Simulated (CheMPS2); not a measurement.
# H2S2 (SMILES SS), step by step, part 3 of 3

CheMPS2 1.8.12. Earlier steps stand in the parts before.

### 4 The doublet cation: a single-point energy at DMRG/STO-6G (ground state) (run 14)

File prepare.py:

```python
from pyscf import ao2mo, gto, mcscf, scf
from pyscf.tools import fcidump

geom = """
S
S 1 2.046017
H 1 1.340632 2 98.1388
H 2 1.340725 1 98.1631 3 -95.95828
"""
mol = gto.M(
    atom=geom,
    basis="sto-6g",
    charge=1,
    spin=1,
    verbose=4,
)
print("basis functions: %d" % (mol.nao))
mf = scf.ROHF(mol)
mf.conv_tol = 1e-10
mf.max_cycle = 200
mf.kernel()
if not mf.converged:
    mf = mf.newton().run(mf.mo_coeff, mf.mo_occ)
print("reference energy: %.10f" % (mf.e_tot))
# write the integrals of the correlated orbitals
cas = mcscf.CASCI(mf, 10, 13)
h1, ecore = cas.get_h1eff()
fcidump.from_integrals("FCIDUMP", h1, cas.get_h2eff(), 10, 13, nuc=ecore, ms=1)
```

File chemps2.input:

```
FCIDUMP = FCIDUMP
GROUP = 0
MULTIPLICITY = 2
NELECTRONS = 13
IRREP = 0
EXCITATION = 0
SWEEP_STATES = 50, 100, 100
SWEEP_ENERGY_CONV = 1e-04, 1e-04, 1e-06
SWEEP_MAX_SWEEPS = 3, 4, 6
SWEEP_NOISE_PREFAC = 0.05, 0.005, 0.0
SWEEP_DVDSON_RTOL = 3e-05, 3e-05, 3e-06
NOCC = 0
NACT = 10
NVIR = 0
MOLCAS_FIEDLER = TRUE
PRINT_CORR = TRUE
TMP_FOLDER = .
```

Launch:

```bash
$ python prepare.py && chemps2 --file=chemps2.input
```

Standard output:

```text
$ python prepare.py

[INPUT] verbose = 4
[INPUT] num. atoms = 4
[INPUT] num. electrons = 33
[INPUT] charge = 1
[INPUT] spin (= nelec alpha-beta = 2S) = 1
[INPUT] symmetry False subgroup None
[INPUT] Mole.unit = angstrom
[INPUT] Symbol           X                Y                Z      unit          X                Y                Z       unit  Magmom
[INPUT]  1 S      0.000000000000   0.000000000000   0.000000000000 AA    0.000000000000   0.000000000000   0.000000000000 Bohr   0.0
[INPUT]  2 S      2.046017000000   0.000000000000   0.000000000000 AA    3.866411776204   0.000000000000   0.000000000000 Bohr   0.0
[INPUT]  3 H     -0.189795459443   0.000000000000   1.327129173441 AA   -0.358661438034   0.000000000000   2.507910669724 Bohr   0.0
[INPUT]  4 H      2.236388502963   1.319971063675  -0.137762867079 AA    4.226161778727   2.494383802696  -0.260334088914 Bohr   0.0

nuclear repulsion = 85.5234528434221
number of shells = 12
number of NR pGTOs = 120
number of NR cGTOs = 20
basis = sto-6g
ecp = {}
CPU time:         0.39
basis functions: 20

******** <class 'pyscf.scf.rohf.ROHF'> ********
method = ROHF
initial guess = minao
damping factor = 0
level_shift factor = 0
DIIS = <class 'pyscf.scf.diis.CDIIS'>
diis_start_cycle = 1
diis_space = 8
diis_damp = 0
SCF conv_tol = 1e-10
SCF conv_tol_grad = None
SCF max_cycles = 200
direct_scf = True
direct_scf_tol = 1e-13
chkfile to save SCF result = tmpx39hkmdi
max_memory 1800 MB (current use 105 MB)
num. doubly occ = 16  num. singly occ = 1
Set gradient conv threshold to 1e-05
init E= -793.142905580773
  HOMO = -0.239330497451602  LUMO = 0.128563779793474  gap/eV = 10.01091
cycle= 1 E= -793.21233094841  delta_E= -0.0694  |g|= 0.118  |ddm|= 1.87
  HOMO = -0.442022433946813  LUMO = -0.00381709732282295  gap/eV = 11.92417
cycle= 2 E= -793.219828170693  delta_E= -0.0075  |g|= 0.0221  |ddm|= 0.166
  HOMO = -0.447600659646593  LUMO = -0.00867226777972924  gap/eV = 11.94385
cycle= 3 E= -793.220145550878  delta_E= -0.000317  |g|= 0.00218  |ddm|= 0.0414
  HOMO = -0.446547801368118  LUMO = -0.00773169536916288  gap/eV = 11.94079
cycle= 4 E= -793.220150976892  delta_E= -5.43e-06  |g|= 0.000458  |ddm|= 0.0061
  HOMO = -0.446578871203449  LUMO = -0.00780696498441216  gap/eV = 11.93959
cycle= 5 E= -793.220151615356  delta_E= -6.38e-07  |g|= 0.000382  |ddm|= 0.00254
  HOMO = -0.446578859006887  LUMO = -0.00780749882539974  gap/eV = 11.93958
cycle= 6 E= -793.220151707788  delta_E= -9.24e-08  |g|= 0.000386  |ddm|= 0.00038
  HOMO = -0.446578905569489  LUMO = -0.00780767459664561  gap/eV = 11.93957
cycle= 7 E= -793.220151568424  delta_E= 1.39e-07  |g|= 0.000308  |ddm|= 0.000689
  HOMO = -0.446574917436043  LUMO = -0.00780683099481658  gap/eV = 11.93949
cycle= 8 E= -793.220151264724  delta_E= 3.04e-07  |g|= 3.59e-05  |ddm|= 0.00305
  HOMO = -0.446576699717308  LUMO = -0.00780703540951477  gap/eV = 11.93953
cycle= 9 E= -793.220151263411  delta_E= 1.31e-09  |g|= 2.81e-06  |ddm|= 0.00028
  HOMO = -0.446576363846025  LUMO = -0.00780751782674308  gap/eV = 11.93951
cycle= 10 E= -793.220151263436  delta_E= -2.43e-11  |g|= 1.48e-06  |ddm|= 1.52e-05
  HOMO = -0.44657637546857  LUMO = -0.00780748398515363  gap/eV = 11.93951
Extra cycle  E= -793.220151263445  delta_E= -9.09e-12  |g|= 1.24e-06  |ddm|= 7.91e-06
converged SCF energy = -793.220151263445
reference energy: -793.2201512634

$ chemps2 --file=chemps2.input

Running chemps2 version 1.8.12 () with the following options:

   FCIDUMP            = FCIDUMP
   GROUP              = c1
   MULTIPLICITY       = 2
   NELECTRONS         = 13
   IRREP              = A
   EXCITATION         = 0
   SWEEP_STATES       = [ 50 ; 100 ; 100 ]
   SWEEP_ENERGY_CONV  = [ 0.0001 ; 0.0001 ; 1e-06 ]
   SWEEP_MAX_SWEEPS   = [ 3 ; 4 ; 6 ]
   SWEEP_NOISE_PREFAC = [ 0.05 ; 0.005 ; 0 ]
   SWEEP_DVDSON_RTOL  = [ 3e-05 ; 3e-05 ; 3e-06 ]
   NOCC               = [ 0 ]
   NACT               = [ 10 ]
   NVIR               = [ 0 ]
   MOLCAS_2RDM        =
   MOLCAS_3RDM        =
   MOLCAS_F4RDM       =
   MOLCAS_FOCK        =
   MOLCAS_FIEDLER     = TRUE
   MOLCAS_MPS         = FALSE
   MOLCAS_STATE_AVG   = FALSE
   PRINT_CORR         = TRUE
   TMP_FOLDER         = .

CheMPS2::Hamiltonian : Reading FCIDUMP file FCIDUMP
CheMPS2::Hamiltonian : Finished reading FCIDUMP file FCIDUMP
   EdmistonRuedenberg::FiedlerGlobal : Cost function at start = 69.0780272849716
   EdmistonRuedenberg::FiedlerGlobal : Cost function at end   = 48.1234789283658
   EdmistonRuedenberg::FiedlerGlobal : Reordering = [ 8, 9, 2, 3, 1, 0, 5, 4, 7, 6 ].

   CheMPS2: a spin-adapted implementation of DMRG for ab initio quantum chemistry

   Stats: nIt(DAVIDSON) = 22
Energy at sites (8, 9) is -790.921621955823
   Stats: nIt(DAVIDSON) = 28
Energy at sites (7, 8) is -791.459478287831
   Stats: nIt(DAVIDSON) = 31
Energy at sites (6, 7) is -791.958794533565
   Stats: nIt(DAVIDSON) = 25
Energy at sites (5, 6) is -792.297850571742
   Stats: nIt(DAVIDSON) = 21
Energy at sites (4, 5) is -792.662249521824
   Stats: nIt(DAVIDSON) = 27
Energy at sites (3, 4) is -793.301021003543
   Stats: nIt(DAVIDSON) = 4
Energy at sites (2, 3) is -793.300999980765
   Stats: nIt(DAVIDSON) = 1
Energy at sites (1, 2) is -793.300999980765
******************************************************************
***  Information on left sweep 0 of instruction 0:
***     Elapsed wall time        = 1.688588 seconds
***     Minimum energy           = -793.301021003543
***     Maximum discarded weight = 0
******************************************************************
   Stats: nIt(DAVIDSON) = 1
Energy at sites (0, 1) is -793.300999980765
   Stats: nIt(DAVIDSON) = 1
Energy at sites (1, 2) is -793.300999980765
   Stats: nIt(DAVIDSON) = 1
Energy at sites (2, 3) is -793.300999980765
   Stats: nIt(DAVIDSON) = 6
Energy at sites (3, 4) is -793.30102100359
   Stats: nIt(DAVIDSON) = 12
Energy at sites (4, 5) is -793.306573068965
   Stats: nIt(DAVIDSON) = 15
Energy at sites (5, 6) is -793.321535561088
   Stats: nIt(DAVIDSON) = 5
Energy at sites (6, 7) is -793.321501432249
   Stats: nIt(DAVIDSON) = 1
Energy at sites (7, 8) is -793.321501432249
******************************************************************
***  Information on right sweep 0 of instruction 0:
***     Elapsed wall time        = 0.524631 seconds
***     Minimum energy           = -793.321535561088
***     Maximum discarded weight = 1.74018841137821e-05
***     Energy difference with respect to previous leftright sweep = 793.321501432249
******************************************************************
[... 8 site updates ...]
******************************************************************
***  Information on left sweep 1 of instruction 0:
***     Elapsed wall time        = 0.403152 seconds
***     Minimum energy           = -793.322180412634
***     Maximum discarded weight = 2.10935113825208e-05
******************************************************************
[... 8 site updates ...]
******************************************************************
***  Information on right sweep 1 of instruction 0:
***     Elapsed wall time        = 0.392414 seconds
***     Minimum energy           = -793.322207403199
***     Maximum discarded weight = 2.28346459476123e-05
***     Energy difference with respect to previous leftright sweep = 0.000681427601875839
******************************************************************
[... 8 site updates ...]
******************************************************************
***  Information on left sweep 2 of instruction 0:
***     Elapsed wall time        = 0.310401 seconds
***     Minimum energy           = -793.322240873225
***     Maximum discarded weight = 2.01477483926223e-05
******************************************************************
[... 8 site updates ...]
******************************************************************
***  Information on right sweep 2 of instruction 0:
***     Elapsed wall time        = 0.343632 seconds
***     Minimum energy           = -793.322243066757
***     Maximum discarded weight = 2.01223898067048e-05
***     Energy difference with respect to previous leftright sweep = 1.04314025293206e-05
******************************************************************
***  Information on completed instruction 0:
***     The reduced virtual dimension DSU(2)               = 50
***     The total number of reduced MPS variables          = 4416
***     Minimum energy encountered during all instructions = -793.322243066757
***     Minimum energy encountered during the last sweep   = -793.322243066757
***     Maximum discarded weight during the last sweep     = 2.01223898067048e-05
******************************************************************
[... 8 site updates ...]
******************************************************************
***  Information on left sweep 0 of instruction 1:
***     Elapsed wall time        = 0.432812 seconds
***     Minimum energy           = -793.322366146737
***     Maximum discarded weight = 8.87026838514424e-07
******************************************************************
[... 8 site updates ...]
******************************************************************
***  Information on right sweep 0 of instruction 1:
***     Elapsed wall time        = 0.49549 seconds
***     Minimum energy           = -793.322397626153
***     Maximum discarded weight = 5.31975380984475e-06
***     Energy difference with respect to previous leftright sweep = 0.000203935234139863
******************************************************************
[... 8 site updates ...]
******************************************************************
***  Information on left sweep 1 of instruction 1:
***     Elapsed wall time        = 0.383338 seconds
***     Minimum energy           = -793.322417967396
***     Maximum discarded weight = 6.15014740689495e-06
******************************************************************
[... 8 site updates ...]
******************************************************************
***  Information on right sweep 1 of instruction 1:
***     Elapsed wall time        = 0.414402 seconds
***     Minimum energy           = -793.322418029327
***     Maximum discarded weight = 6.15989035696259e-06
***     Energy difference with respect to previous leftright sweep = 5.30374586560356e-06
******************************************************************
***  Information on completed instruction 1:
***     The reduced virtual dimension DSU(2)               = 100
***     The total number of reduced MPS variables          = 11651
***     Minimum energy encountered during all instructions = -793.322418029327
***     Minimum energy encountered during the last sweep   = -793.322418029327
***     Maximum discarded weight during the last sweep     = 6.15989035696259e-06
******************************************************************
[... 8 site updates ...]
******************************************************************
***  Information on left sweep 0 of instruction 2:
***     Elapsed wall time        = 0.662069 seconds
***     Minimum energy           = -793.322421632182
***     Maximum discarded weight = 6.72899087147977e-06
******************************************************************
[... 8 site updates ...]
******************************************************************
***  Information on right sweep 0 of instruction 2:
***     Elapsed wall time        = 0.620738 seconds
***     Minimum energy           = -793.322421621058
***     Maximum discarded weight = 6.72058286770416e-06
***     Energy difference with respect to previous leftright sweep = 2.365607201682e-06
******************************************************************
[... 8 site updates ...]
******************************************************************
***  Information on left sweep 1 of instruction 2:
***     Elapsed wall time        = 0.584945 seconds
***     Minimum energy           = -793.322423778965
***     Maximum discarded weight = 7.23417121199175e-06
******************************************************************
[... 8 site updates ...]
******************************************************************
***  Information on right sweep 1 of instruction 2:
***     Elapsed wall time        = 0.605663 seconds
***     Minimum energy           = -793.322423774352
***     Maximum discarded weight = 7.23082631325034e-06
***     Energy difference with respect to previous leftright sweep = 4.0473230455973e-07
******************************************************************
***  Information on completed instruction 2:
***     The reduced virtual dimension DSU(2)               = 100
***     The total number of reduced MPS variables          = 11602
***     Minimum energy encountered during all instructions = -793.322423778965
***     Minimum energy encountered during the last sweep   = -793.322423774352
***     Maximum discarded weight during the last sweep     = 7.23082631325034e-06
******************************************************************
********************************************
***  2-RDM and Correlations calculation  ***
********************************************
   N(N-1)                     = 156
   Double trace of DMRG 2-RDM = 156
   Econst + 0.5 * trace(2DM-A * Ham) = -793.322405300573
   NOON of irrep A = [ 1.99688835913819 , 1.99306140240016 , 1.97071988464069 , 1.96779083681166 , 1.94320604754205 , 1.92553055155364 , 1.05341314676047 , 0.0825759758532644 , 0.0336560672967006 , 0.0331577280031725 ].
   Single-orbital entropies (Hamiltonian index order is used!) = [ 0.0443231381543384 , 0.0767372417096382 , 0.182000682893106 , 0.121667442817587 , 0.26412246159541 , 0.246786293316164 , 0.881408498383814 , 0.32352882305525 , 0.149776892680967 , 0.153436724269025 ].
   Idistance(0) = 1.50233919571287
   Idistance(1) = 3.3418760770594
   Idistance(2) = 11.299569172451
***************************************************
***  Timing information 2-RDM and Correlations  ***
***************************************************
***     Elapsed wall time        = 0.118149 seconds
***************************************************
--------------------------------------------------------
Spin correlation function = 4 * ( < S_i^z S_j^z > - < S_i^z > * < S_j^z > )
Hamiltonian index order is used!

   Columns 1 to 8

    0.005609   -0.000886   -0.000966   -0.000563   -0.000886   -0.001640    0.000044   -0.000763
   -0.000886    0.010364   -0.002657   -0.002390   -0.001254   -0.001505   -0.000774   -0.000248
   -0.000966   -0.002657    0.027418   -0.007087   -0.001700   -0.005926   -0.000102   -0.007428
[... 6 lines of this table left out ...]
    0.000034    0.000161   -0.000555   -0.000920   -0.000176   -0.000431   -0.000649   -0.001495

   Columns 9 to 10

   -0.000050    0.000034
   -0.000003    0.000161
   -0.000262   -0.000555
[... 6 lines of this table left out ...]
   -0.013617    0.019716

--------------------------------------------------------
Spin-flip correlation function = < S_i^+ S_j^- > + < S_i^- S_j^+ >
Hamiltonian index order is used!

   Columns 1 to 8

    0.005609   -0.000886   -0.000966   -0.000563   -0.000886   -0.001640    0.000044   -0.000763
   -0.000886    0.010364   -0.002657   -0.002390   -0.001254   -0.001505   -0.000774   -0.000248
   -0.000966   -0.002657    0.027418   -0.007087   -0.001700   -0.005926   -0.000102   -0.007428
[... 6 lines of this table left out ...]
    0.000034    0.000161   -0.000555   -0.000920   -0.000176   -0.000431   -0.000649   -0.001495

   Columns 9 to 10

   -0.000050    0.000034
   -0.000003    0.000161
   -0.000262   -0.000555
[... 6 lines of this table left out ...]
   -0.013617    0.019716

--------------------------------------------------------
Density correlation function = < n_i n_j > - < n_i > * < n_j >
Hamiltonian index order is used!

   Columns 1 to 8

    0.008353    0.000893    0.001059    0.000573    0.000839    0.001692   -0.001910   -0.005287
    0.000893    0.016581    0.002871    0.002449    0.001219    0.001654   -0.001987   -0.005620
    0.001059    0.002871    0.050498    0.007135    0.006347    0.008244   -0.010975   -0.019973
[... 6 lines of this table left out ...]
   -0.002684   -0.009591   -0.022161   -0.019150   -0.003595   -0.007487    0.001250    0.002171

   Columns 9 to 10

   -0.003527   -0.002684
   -0.008469   -0.009591
   -0.023045   -0.022161
[... 6 lines of this table left out ...]
    0.013669    0.047577

--------------------------------------------------------
Singlet diradical correlation function = < d_i,up d_j,down > + < d_i,down d_j,up > - < d_i,up > * < d_j,down > - < d_i,down > * < d_j,up >
Hamiltonian index order is used!

   Columns 1 to 8

   -0.000016    0.000886    0.001000    0.000567    0.000904    0.001696   -0.001015    0.001398
    0.000886   -0.000054    0.002721    0.002424    0.001218    0.001581   -0.000791    0.001013
    0.001000    0.002721   -0.000376    0.006965    0.003987    0.006969   -0.005613    0.008564
[... 6 lines of this table left out ...]
    0.000761    0.002987    0.005452    0.005886    0.001282    0.002433   -0.001432    0.001627

   Columns 9 to 10

    0.001149    0.000761
    0.002246    0.002987
    0.005717    0.005452
[... 6 lines of this table left out ...]
    0.013482   -0.000194

--------------------------------------------------------
Two-orbital mutual information = 0.5 * ( s1(i) + s1(j) - s2(i,j) ) * ( 1 - delta(i,j) )
Hamiltonian index order is used!

   Columns 1 to 8

    0           0.002000    0.002921    0.001035    0.002002    0.003718    0.001518    0.005113
    0.002000    0           0.005280    0.007496    0.001731    0.001947    0.001636    0.005839
    0.002921    0.005280    0           0.015060    0.008102    0.014858    0.010329    0.018084
[... 6 lines of this table left out ...]
    0.002613    0.013451    0.027677    0.028726    0.002206    0.006562    0.002849    0.001335

   Columns 9 to 10

    0.003998    0.002613
    0.010326    0.013451
    0.029569    0.027677
[... 4 lines of this table left out ...]
    0.001153    0.001335
    0           0.038538
    0.038538    0

--------------------------------------------------------
```

Wall time 8.8 s (1 thread of Arm Neoverse V2, shared host); peak memory 0.1 GiB.

### 5 All runs side by side

```tsv
run	bond dimension	bond dims	partner	energy (Eh)	wall time
2	10	(5, 10)	base	-793.546276	2 s
3	20	(10, 20)	base	-793.549650	3.6 s
4	35	(17, 35)	base	-793.550137	3.4 s
5	50	(25, 50)	base	-793.550257	3 s
6	75	(37, 75)	base	-793.550283	2.8 s
7	100	(50, 100)	base	-793.550283	2.7 s
9	10	(5, 10)	cation	-793.311211	2.8 s
10	20	(10, 20)	cation	-793.320227	4.3 s
11	35	(17, 35)	cation	-793.321953	5.2 s
12	50	(25, 50)	cation	-793.322237	5.5 s
13	75	(37, 75)	cation	-793.322371	7 s
14	100	(50, 100)	cation	-793.322424	8.8 s
```

Convergence of the total energy of singlet H2S2 with the bond dimension, against the last point:

```tsv
bond dimension	from the last (mEh)	wall time
10	+4.006	2 s
20	+0.633	3.6 s
35	+0.146	3.4 s
50	+0.026	3 s
75	+0.000	2.8 s
100	+0.000	2.7 s
```

Convergence of the vertical ionisation energy (to the doublet cation) of singlet H2S2 with the bond dimension, against the last point:

```tsv
bond dimension	from the last (eV)	wall time
10	+0.1961	4.9 s
20	+0.0426	7.9 s
35	+0.0088	8.6 s
50	+0.0044	8.5 s
75	+0.0014	9.9 s
100	+0.0000	12 s
```

### 6 Outcome

The summary covers parts 1 to 3.

```
                                                                      quantity          value
                                          doublet cation, run 14: total energy  -793.32242 Eh
 vertical ionisation energy (to the doublet cation) (run 2, bond dimension 10)       6.396 eV
 vertical ionisation energy (to the doublet cation) (run 3, bond dimension 20)       6.243 eV
 vertical ionisation energy (to the doublet cation) (run 4, bond dimension 35)       6.209 eV
 vertical ionisation energy (to the doublet cation) (run 5, bond dimension 50)       6.205 eV
 vertical ionisation energy (to the doublet cation) (run 6, bond dimension 75)       6.202 eV
vertical ionisation energy (to the doublet cation) (run 7, bond dimension 100)       6.200 eV
```

For the total energy of singlet H2S2 to stay within 2 mEh of the last point, 20 is the first point of the series from which all later ones do (3.6 s against 2.7 s). For the total energy of singlet H2S2 to stay within 0.5 mEh of the last point, 35 is the first point of the series from which all later ones do (3.4 s against 2.7 s). For the vertical ionisation energy (to the doublet cation) of singlet H2S2 to stay within 0.1 eV of the last point, 20 is the first point of the series from which all later ones do (7.9 s against 12 s). For the vertical ionisation energy (to the doublet cation) of singlet H2S2 to stay within 0.02 eV of the last point, 35 is the first point of the series from which all later ones do (8.6 s against 12 s). In runs 2, 3, 4, 5, 6, 7, 9, 10 and more the basis is minimal, so the values are rough. All runs together took 51 s, the longest 8.8 s.
